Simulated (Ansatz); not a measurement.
Basis-set extrapolation for H3O2Si (`[O][SiH2]O`) radical (PBE0-D4/def2-TZVP geometry, frozen core, Ansatz). Multiplicity 2, UHF reference.

```json
{"": "HF", "def2-TZVPP": "-440.527869", "def2-QZVPP": "-440.544738"}
{"": "MP2 correlation", "def2-TZVPP": "-0.548344", "def2-QZVPP": "-0.595398"}
{"": "CCSD(T) correlation", "def2-TZVPP": "-0.596988", "def2-QZVPP": "not run"}
```

Energies in hartree. Use E(X) = E(∞) + A·exp(−7.88·√X) for Hartree–Fock and E(X) = E(∞) + B·X^(−2.97) for correlation, with X = 3 and 4, and add CCSD(T) minus MP2 of the smaller set to the MP2 limit.

Question: What is the CCSD(T) energy at the basis-set limit?

Answer: HF limit: -440.544738 + (-0.016869) × 0.13774 = -440.54706. MP2 limit: -0.595398 + (-0.047054) × 0.74074 = -0.63025. Higher-order term: -0.596988 − (-0.548344) = -0.04864. Total: -441.22595 hartree, 265.4 kJ/mol below CCSD(T)/def2-TZVPP.
